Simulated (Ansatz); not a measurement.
**CS: up Jacob's ladder to CCSD(T)**

Aim: compute CS with functionals from several rungs and with coupled cluster. The yardstick is the atomisation energy at the CCSD(T) limit.

Program: Ansatz 0.2.0, Gaussian basis. Level of theory: functionals in def2-TZVPP, the program's frozen cores in correlated methods. These are calculated values, not measurements.

The runs, in order: LDA (SPW92), PBE-D4, revPBE-D4, BLYP-D4, r2SCAN-D4, B97M-V, PBE0-D4, B3LYP-D4, r2SCANh-D4, r2SCAN0-D4, HSE06-D4, BHLYP-D4, CAM-B3LYP-D4, LC-ωPBE, ωB97X-V, ωB97M-V, B2PLYP, PBE-QIDH; CCSD(T)/def2-SVP; CCSD(T)/def2-TZVPP; CCSD(T)/def2-QZVPP; extrapolation to the limit; RPA on PBE.

## (1) The relaxed structure

All runs share one geometry, relaxed beforehand with PBE0-D4 in a triple-zeta def2 set.

SMILES `[C-]#[S+]`, 2 atoms, charge 0, spin multiplicity 1.

Atoms are counted from 1 here; the program's logs count them from 0.

Bond lengths: C1–S2 1.529 Å.

As a file:

```tsv
atom	x (Å)	y (Å)	z (Å)
C1	0.00000	0.00000	0.00281
S2	0.00000	0.00000	1.53213
```

## (2) LDA

This LDA is Slater exchange with PW92 correlation.

Contents of in.yaml:

```yaml
crystal:
  periodic: [false, false, false]
  atoms:
    - {symbol: C, position_ang: [-0.000000, 0.000000, 0.002809]}
    - {symbol: S, position_ang: [0.000000, -0.000000, 1.532132]}
basis:
  gaussian: {orbitals: def2-TZVPP}
hamiltonian: {xc: lda}
output: {orbitals: {seedname: orbitals}}
```

Command:

```console
$ ansatz run in.yaml --threads 2 --pin off --events-out ev --progress --plain --max-ram 22528MiB --backend cpu
```

After this run come: PBE-D4 (GGA); revPBE-D4 (GGA); BLYP-D4 (GGA); r2SCAN-D4 (meta-GGA); B97M-V (meta-GGA); PBE0-D4 (hybrid); B3LYP-D4 (hybrid); r2SCANh-D4 (hybrid); r2SCAN0-D4 (hybrid); HSE06-D4 (hybrid); BHLYP-D4 (hybrid); CAM-B3LYP-D4 (range-separated); LC-ωPBE (range-separated); ωB97X-V (range-separated); ωB97M-V (range-separated); B2PLYP (double hybrid); PBE-QIDH (double hybrid); CCSD(T) in def2-SVP; CCSD(T) in def2-TZVPP; CCSD(T) in def2-QZVPP; RPA on PBE orbitals.

Q: Predict the results of all the runs planned. Wanted: atomisation energy, CCSD(T)/CBS; farthest beyond LDA; mean size of error, GGA; mean size of error, meta-GGA; mean size of error, hybrid; mean size of error, range-separated; mean size of error, double hybrid; gap, smallest and largest; T1 diagnostic.

The runs gave:

```
                               quantity                                      value
        atomisation energy, CCSD(T)/CBS                                   7.373 eV
    functionals within 0.037 eV (0.5 %)         none; nearest HSE06-D4 (-0.044 eV)
                    farthest beyond LDA                       BHLYP-D4 (-0.734 eV)
                mean size of error, GGA                                   0.266 eV
           mean size of error, meta-GGA                                   0.076 eV
             mean size of error, hybrid                                   0.269 eV
    mean size of error, range-separated                                   0.202 eV
      mean size of error, double hybrid                                   0.106 eV
              gap, smallest and largest  3.85 eV (LDA (SPW92)), 11.90 eV (LC-ωPBE)
                          T1 diagnostic                                     0.0244
triples share of the correlation energy                                      6.3 %
```

The LDA atomisation energy is off by 1.407 eV (19 %): it overbinds. PBE-D4 misses by +0.446 eV. Double hybrids carry the basis error of their MP2 part in triple zeta, and no dispersion term here, so their miss is partly the set-up's. By mean error the best rung here is meta-GGA (0.076 eV) and the worst beyond LDA is hybrid (0.269 eV). The gap between the best rungs is small, so their order is not settled. The mean of the hybrids holds BHLYP, with half exact exchange. RPA and LDA stand outside this count. The reference freezes the cores and leaves out relativity and excitations past (T), so misses under about 0.037 eV can't be ranked. Hartree-Fock recovers 57 % of the binding; the rest is correlation. CCSD(T) in def2-SVP is off by -0.462 eV, more than most functionals: a good method in a small basis is no reference. The gap grows from 3.9 to 11.9 eV across the functionals, mostly with the share of exact exchange. T1 = 0.024 passes the customary mark of 0.02 by a little.
